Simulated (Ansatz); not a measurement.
System: triplet methylene, CH2, net charge 0, triplet state. SMILES: [CH2]
Coordinates optimised at B3LYP-D3(BJ)/def2-TZVP (Ansatz, a quantum-chemistry and plane-wave program):
```xyz
3

C      0.0094     0.0032     0.1026
H     -0.0192     0.9863    -0.3393
H     -0.0373    -1.0052    -0.2764
```
Charge 0, spin multiplicity 3.

Question: Give the harmonic wavenumbers at B3LYP-D3(BJ)/def2-TZVP (Ansatz, finite differences of forces, unscaled).

Answer: 1058, 3127, 3364 cm⁻¹. Zero-point energy 10.8 kcal/mol.

Question: From these and the geometry, give the ideal-gas thermochemistry at 298.15 K and 1 atm (rigid rotor, harmonic oscillator).

Answer: Point group C2v, rotational symmetry number 2. Rotational constants 1721, 252.6, 220.3 GHz. S(trans) 33.86, S(rot) 10.52, S(vib) 0.07, S(elec, spin only) 2.18, S 46.6 cal/(mol K). H(298) - H(0) 2.39 kcal/mol; G - E(el) -0.7 kcal/mol.
